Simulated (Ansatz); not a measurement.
# SiH2O (oxosilane): the energy to break a bond

SiH2O has 4 atoms, charge 0, and is taken as a singlet. As SMILES, `O=[SiH2]`. The shape was relaxed beforehand at wB97X-V/def2-SVP.

```xyz
4

O    -0.2852    0.4169    1.4813
Si   -0.0073    0.0094    0.0339
H     0.4411   -1.3472   -0.3817
H    -0.1486    0.9209   -1.1336
```

Wanted: the dissociation energy of the H4–Si2 bond into doublet H and doublet SiOH (shapes relaxed at wB97X-V/def2-SVP, no zero-point term). 1 Eh = 2625.50 kJ/mol = 27.2114 eV. Totals in Eh; open shells run unrestricted unless said.

```tsv
level	program	SiH2O	doublet H	doublet SiOH
PBE/def2-TZVPP	Ansatz	-365.717854	-0.499616	-365.088747
B3LYP/def2-TZVPP	Ansatz	-365.971721	-0.502154	-365.333375
B2PLYP/def2-TZVPP, 6 core orbitals frozen	Ansatz	-365.782750	-0.498613	-365.147393
```

Task: Work out the dissociation energy at each level.

Result: 
1. PBE/def2-TZVPP: (-0.499616) + (-365.088747) − (-365.717854) = 0.129491 Eh = 340.0 kJ/mol = 3.52 eV.
2. B3LYP/def2-TZVPP: (-0.502154) + (-365.333375) − (-365.971721) = 0.136192 Eh = 357.6 kJ/mol = 3.71 eV.
3. B2PLYP/def2-TZVPP: (-0.498613) + (-365.147393) − (-365.782750) = 0.136744 Eh = 359.0 kJ/mol = 3.72 eV.

The levels span 340 to 359 kJ/mol; no measured value is set beside them. A bond enthalpy at 298 K also holds the loss of zero-point energy and thermal terms.
